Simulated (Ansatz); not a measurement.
C$_{3}$HFO, SMILES `O=CC#CF`, relaxed with RKS PBE0-D4/def2-TZVP in the Gaussian-basis code of Ansatz from a PBE-D4/def2-SVP geometry. The force threshold is 0.005 eV/Å; the program also tests the step.

Total charge 0; spin multiplicity 1.

Start:

```xyz
6

O    -1.603   -0.281    1.344
C    -0.523   -0.569    0.859
C     0.116    0.161   -0.221
C     0.677    0.757   -1.129
F     1.255    1.386   -2.078
H     0.078   -1.453    1.224
```

Task: How much energy does the relaxation release, and in how many steps? (Estimate.)

Result: Ansatz gave: 6.02 kJ/mol, in 10 steps, 1 of them rejected.

Task: Which bonds change most? (Best estimate.)

Result: Ansatz gave: C3–C4 from 1.223 to 1.198 Å; C2–H6 from 1.129 to 1.106 Å; O1–C2 from 1.219 to 1.202 Å; C4–F5 from 1.276 to 1.263 Å.

Task: Give the relaxed structure. (An estimate is asked.)

Result: The calculation gave: 
```xyz
6

O    -1.579   -0.283    1.330
C    -0.514   -0.566    0.850
C     0.109    0.170   -0.224
C     0.669    0.744   -1.113
F     1.242    1.365   -2.052
H     0.073   -1.431    1.209
```
